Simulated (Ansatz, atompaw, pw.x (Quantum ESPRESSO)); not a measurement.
## From atom to crystal: PAW (atompaw) potential for tin (Sn)

- Element: tin
- Generator: atompaw 4.2.0.5
- Type: PAW
- Functional: PBE
- Relativity: scalar-relativistic
- Frozen core: [Kr] 4d10
- Valence charge: 4
- Reference configuration: 5s2 5p2
- Partial waves: 5s (bound): rc 3.00 bohr; 5s channel at 3.95 Ry: rc 2.05 bohr; 5p (bound): rc 3.00 bohr; 5p channel at 3.7 Ry: rc 3.00 bohr; 5d channel at 0.5 Ry: rc 3.00 bohr
- Local potential: ultrasoft scheme with l = 3 at 0 Ry, radius 2.10 bohr
- Core correction: smooth core density matched at 2.20 bohr
- Augmentation charge: sinc compensation charge, radius 2.70 bohr; PAW radius 3.00 bohr; waves and projectors: custom rrkj gramschmidtortho

Atomic tests: cutoffs needed: 6 Ry and 8 Ry (the cutoffs (Ry, on a coarse ladder) from which the occupation-weighted sum of valence levels, in a spherical-Bessel basis at the reference potential, stays within 10 and 1 mRy of its value at 400 Ry); ghost test: no extra level below or beside the all-electron valence levels (s, p, d, f tested) (spherical-Bessel basis up to 400 Ry, 20 bohr box); lowest eigenvalue of the overlap operator: 0.44 (s channel).

Crystal test: diamond Sn in pw.x 7.5, no spin, 8³ k-points, Fermi–Dirac smearing 0.01 Ry, cutoffs 40/400 Ry. The reference is all-electron LAPW (Ansatz 0.2.0) with the same functional, mesh and smearing; V0 and B0 come from Birch–Murnaghan fits to the pressures at five volumes. Errors are pseudo minus all-electron; Δ is the rms difference of the E(V) curves that follow from these fits, minima aligned, over ±6 % about the mean V0. Mesh and smearing are coarse, so the numbers serve the comparison and aren't converged zero-temperature values; the lattice is a test structure that the element need not adopt.

```
V (Å³/atom)  P all-electron (GPa)  P pseudo (GPa)
     34.936                  2.25            1.49
     35.856                  1.13            0.41
     36.775                  0.16           -0.52
     37.694                 -0.67           -1.32
     38.614                 -1.39           -2.00
```

All-electron: a0 = 6.661 Å (V0 = 36.95 Å³/atom), B0 = 35.1 GPa.

Pseudopotential: mean pressure error (GPa): -0.68; a0 (Å): 6.619; a0 error (%): -0.64; B0 error (%): +5.3; Δ (meV/atom): 5.5. The largest radius (3.00 bohr) exceeds half the bond length (2.72 bohr), so the spheres overlap, which is one possible source of error among others. This is a poor potential for the solid.

At the middle volume, how do free energy and pressure move when the wave cutoff is lowered (ecutrho held at 400 Ry)?

| cutoff (Ry) | shift of F (meV/atom) | shift of P (GPa) |
| --- | --- | --- |
| 18 | +1.8 | -0.01 |
| 24 | +0.4 | -0.01 |
| 32 | +0.0 | +0.00 |

Input at the middle volume:

```
&control
  calculation='scf', prefix='x', pseudo_dir='./', outdir='./tmp', tstress=.true., disk_io='none'
/
&system
  ibrav=0, nat=2, ntyp=1, ecutwfc=40, ecutrho=400, nbnd=11,
  occupations='smearing', smearing='fd', degauss=0.01
/
&electrons
  conv_thr=1e-09, mixing_beta=0.4, electron_maxstep=70
/
ATOMIC_SPECIES
Sn 1.0 Sn.UPF
CELL_PARAMETERS angstrom
  0.00000000 3.32545361 3.32545361
  3.32545361 0.00000000 3.32545361
  3.32545361 3.32545361 0.00000000
ATOMIC_POSITIONS crystal
Sn 0.0000 0.0000 0.0000
Sn 0.2500 0.2500 0.2500
K_POINTS automatic
8 8 8 0 0 0
```

```bash
pw.x < Sn.scf.in > Sn.scf.out
```

Lines of the output:

```
Message from routine setup:
     using ibrav=0 with symmetry is DISCOURAGED, use correct ibrav instead
     lattice parameter (alat)  =       8.8872  a.u.
     unit-cell volume          =     496.3400 (a.u.)^3
     number of electrons       =         8.00
     number of Kohn-Sham states=           11
     kinetic-energy cutoff     =      40.0000  Ry
     charge density cutoff     =     400.0000  Ry
     scf convergence threshold =      1.0E-09
     Exchange-correlation= SLA PW PBX PBC
     number of k points=    29  Fermi-Dirac smearing, width (Ry)=  0.0100
     iteration #  1     ecut=    40.00 Ry     beta= 0.40
     total energy              =    -667.78716759 Ry
     estimated scf accuracy    <       0.02607304 Ry
     iteration #  2     ecut=    40.00 Ry     beta= 0.40
     total energy              =    -667.78562407 Ry
     estimated scf accuracy    <       0.00839297 Ry
     iteration #  3     ecut=    40.00 Ry     beta= 0.40
     total energy              =    -667.78593890 Ry
     estimated scf accuracy    <       0.00004215 Ry
     iteration #  4     ecut=    40.00 Ry     beta= 0.40
     total energy              =    -667.78602614 Ry
     estimated scf accuracy    <       0.00000775 Ry
     iteration #  5     ecut=    40.00 Ry     beta= 0.40
     total energy              =    -667.78602652 Ry
     estimated scf accuracy    <       0.00000439 Ry
     iteration #  6     ecut=    40.00 Ry     beta= 0.40
     total energy              =    -667.78602672 Ry
     estimated scf accuracy    <       0.00000002 Ry
     iteration #  7     ecut=    40.00 Ry     beta= 0.40
     total energy              =    -667.78602675 Ry
     estimated scf accuracy    <          2.2E-09 Ry
     iteration #  8     ecut=    40.00 Ry     beta= 0.40
     the Fermi energy is     3.5867 ev
!    total energy              =    -667.78602674 Ry
     estimated scf accuracy    <          5.4E-10 Ry
     smearing contrib. (-TS)   =      -0.00139526 Ry
     The total energy is F=E-TS. E is the sum of the following terms:
     one-electron contribution =       4.56785220 Ry
     hartree contribution      =       1.08814670 Ry
     xc contribution           =      -9.63985851 Ry
     ewald contribution        =     -13.71516117 Ry
     one-center paw contrib.   =    -650.08561070 Ry
     convergence has been achieved in   8 iterations
          total   stress  (Ry/bohr**3)                   (kbar)     P=       -5.18
     Message from routine punch:
     Nothing written, as per user request (disk_io='none')
```

The run at the middle volume (29 k-points, 8 iterations) took about 11 s on one core of a shared host (Intel(R) Xeon(R) 6975P-C, 192 threads, 378 GiB, load 31).
